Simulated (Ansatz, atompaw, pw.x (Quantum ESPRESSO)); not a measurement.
## From atom to crystal: PAW (atompaw) potential for technetium

```json
{"Element": "Tc (Z = 43)", "Generator": "atompaw 4.2.0.5", "Type": "PAW", "Functional": "LDA (PW92)", "Relativity": "scalar-relativistic", "Frozen core": "[Ar] 3d10", "Valence charge": "15", "Reference configuration": "4s2 4p6 4d5 5s2 5p0", "Partial waves": "4s (bound): rc 1.90 bohr; 5s (bound): rc 2.40 bohr; 4p (bound): rc 1.85 bohr; 5p (bound, empty): rc 2.40 bohr; 4d (bound): rc 1.55 bohr; 4d channel at 4 Ry: rc 1.55 bohr", "Local potential": "bessel scheme, radius 1.95 bohr", "Core correction": "smooth core density matched at 1.90 bohr", "Augmentation charge": "sinc compensation charge, radius 1.85 bohr; PAW radius 2.40 bohr; waves and projectors: custom rrkj vanderbiltortho"}
```

Atomic tests: cutoffs needed: 40 Ry and 70 Ry (the cutoffs (Ry, on a coarse ladder) from which the occupation-weighted sum of valence levels, in a spherical-Bessel basis at the reference potential, stays within 10 and 1 mRy of its value at 400 Ry); ghost test: no extra level below or beside the all-electron valence levels (s, p, d, f tested) (spherical-Bessel basis up to 400 Ry, 20 bohr box); lowest eigenvalue of the overlap operator: 0.47 (s channel).

Crystal test: sc Tc in pw.x 7.5, no spin, 13³ k-points, Fermi–Dirac smearing 0.01 Ry, cutoffs 85/850 Ry. The lattice is a test structure that the element need not adopt, and mesh and smearing are coarse.

pw.x input:

```
&control
  calculation='scf', prefix='x', pseudo_dir='./', outdir='./tmp', tstress=.true., disk_io='none'
/
&system
  ibrav=0, nat=1, ntyp=1, ecutwfc=85, ecutrho=850, nbnd=15,
  occupations='smearing', smearing='fd', degauss=0.01
/
&electrons
  conv_thr=1e-09, mixing_beta=0.4, electron_maxstep=70
/
ATOMIC_SPECIES
Tc 1.0 Tc.UPF
CELL_PARAMETERS angstrom
  2.48993285 0.00000000 0.00000000
  0.00000000 2.48993285 0.00000000
  0.00000000 0.00000000 2.48993285
ATOMIC_POSITIONS crystal
Tc 0.0000 0.0000 0.0000
K_POINTS automatic
13 13 13 0 0 0
```

```bash
pw.x < Tc.scf.in > Tc.scf.out
```

Task: How does the run end?

Result: It converges; the pressure is 3.89 GPa against -0.20 GPa from all-electron LAPW. This is a poor potential for the solid. The log shows:

```
Message from routine setup:
     using ibrav=0 with symmetry is DISCOURAGED, use correct ibrav instead
     lattice parameter (alat)  =       4.7053  a.u.
     unit-cell volume          =     104.1740 (a.u.)^3
     number of electrons       =        15.00
     number of Kohn-Sham states=           15
     kinetic-energy cutoff     =      85.0000  Ry
     charge density cutoff     =     850.0000  Ry
     scf convergence threshold =      1.0E-09
     Exchange-correlation= SLA PW NOGX NOGC
     number of k points=    84  Fermi-Dirac smearing, width (Ry)=  0.0100
     iteration #  1     ecut=    85.00 Ry     beta= 0.40
     total energy              =    -387.53718754 Ry
     estimated scf accuracy    <       0.01232386 Ry
     iteration #  2     ecut=    85.00 Ry     beta= 0.40
     total energy              =    -387.53699099 Ry
     estimated scf accuracy    <       0.00251506 Ry
     iteration #  3     ecut=    85.00 Ry     beta= 0.40
     total energy              =    -387.53696708 Ry
     estimated scf accuracy    <       0.00028117 Ry
     iteration #  4     ecut=    85.00 Ry     beta= 0.40
     total energy              =    -387.53698203 Ry
     estimated scf accuracy    <       0.00000325 Ry
     iteration #  5     ecut=    85.00 Ry     beta= 0.40
     total energy              =    -387.53698241 Ry
     estimated scf accuracy    <       0.00000019 Ry
     iteration #  6     ecut=    85.00 Ry     beta= 0.40
     total energy              =    -387.53698243 Ry
     estimated scf accuracy    <          3.4E-09 Ry
     iteration #  7     ecut=    85.00 Ry     beta= 0.40
     the Fermi energy is    20.6999 ev
!    total energy              =    -387.53698243 Ry
     estimated scf accuracy    <          2.9E-10 Ry
     smearing contrib. (-TS)   =      -0.00539858 Ry
     convergence has been achieved in   7 iterations
          total   stress  (Ry/bohr**3)                   (kbar)     P=       38.91
     Message from routine punch:
     Nothing written, as per user request (disk_io='none')
```
